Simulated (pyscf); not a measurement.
HP=InH + hydrogen (H₂) → H₂P–InH₂, an addition across a multiple bond or ene-type step (singlet surface; H–H broken, H–P, H–In formed). Structures and frequencies: ωB97X-D3(BJ)/def2-SVP in PySCF. Energies in kJ/mol from the separated reactants.

Small-basis levels: PySCF, no dispersion term, spherical d functions. 

Problem. Quick HF/6-31G*+LANL2DZ single points give ΔE‡ = 190.3 kJ/mol and ΔE = -152.9 kJ/mol. What does ωB97M-D3(BJ)/def2-TZVP give, and how far is the quick result from it?

Solution. ωB97M-D3(BJ)/def2-TZVP gives ΔE‡ = 132.3 kJ/mol and ΔE = -119.1 kJ/mol. HF/6-31G*+LANL2DZ lies 58.0 kJ/mol over it in the barrier and 33.8 kJ/mol under it in the reaction energy, so on this step it does not hold to within 12.6 kJ/mol. ωB97M-D3(BJ)/def2-TZVP has limits of its own. At the saddle there is also a short H–In contact that neither side keeps. HP=InH lies 119.6 kJ/mol over its isomer H₂P–In [singlet] (electronic energy, ωB97M-D3(BJ)/def2-TZVP). One saddle was located; it need not be the lowest between these sides. In the def2 sets elements past Kr carry core potentials, without spin-orbit coupling.
